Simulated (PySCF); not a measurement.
## Identify the compound

An unknown has the formula C$_{4}$H$_{6}$O$_{2}$. Its calculated NMR data are:

$^{1}$H NMR (300 MHz, computed): δ 7.88 (dd, J = 15.1, 7.9 Hz, 1H), 5.08 (dd, J = 15.1, 2.5 Hz, 1H), 4.83 (dd, J = 7.9, 2.5 Hz, 1H), 2.14 (s, 3H).

$^{13}$C{$^{1}$H} NMR (computed): δ 172.4, 149.3, 101.1, 23.2.

No relativistic terms, gas phase, fast rotation and ring inversion assumed for equivalent nuclei, one conformer. Shielding tensors at PBE0/pcSseg-1 (GIAO); GFN2-xTB structure; B3LYP/pcJ-1 coupling constants (without the spin–dipole term); PySCF 2.14.0 with density-fitted response routines.

Chemical shifts δ = σref − σ; $^{1}$H (31.72 ppm), $^{13}$C (186.93 ppm) against TMS, all at this level.

Problem. Which candidate is it?
A. C[C@@H]1OCC1=O
B. C=COC(C)=O
C. CCC(=O)C=O

Solution. B. 

- Rings plus π bonds: 2 (no ring in the answer).
- 4 carbon signals for 4 carbons: no two carbons are equivalent.
- Carbon types of the structure: 1 × C, 1 × CH, 1 × CH2, 1 × CH3, which accounts for all hydrogens.
- δC 172.4: ester carbonyl carbon; lone-pair donation from the attached heteroatom keeps it upfield of a ketone carbonyl.
- δC 149.3: alkene carbon bearing oxygen; an sp2 carbon further deshielded by the attached heteroatom.
- δC 101.1: β carbon of an enol-ether or enamine type C=C; the O or N lone pair pushes π density onto this β carbon and shields it.
- δC 23.2: methyl carbon α to a carbonyl; α to the electron-withdrawing carbonyl group.
- δH 5.08, 4.83: hydrogen on a β carbon of an enol-ether or enamine type C=C; lone-pair donation from O or N shields it, upfield of ordinary alkene protons.
- The protons at 5.08 and 7.88 share a coupling of 15.1 Hz (vicinal, trans across C=C).
- The protons at 4.83 and 7.88 share a coupling of 7.9 Hz (vicinal, cis across C=C).

The others: C[C@@H]1OCC1=O has carbons computed at 214.4, 102.9, 91.2, 19.5; CCC(=O)C=O would give 3 signals for carbon-bound and other non-exchanging H, not 4.

Splittings below 1 Hz are ignored in the labels, and close J values are merged. Unscaled 3J(H,H) at this level run about 10 % above measured values. Shifts are as computed. Against solution values, carbons near 30 ppm lie about +3 ppm off and those near 130 ppm about +5 ppm. Of 1211 compounds with measured shifts, 218 miss one by over three times the rms of a fit or turn the order of signals round; such compounds aren't used in these exercises.
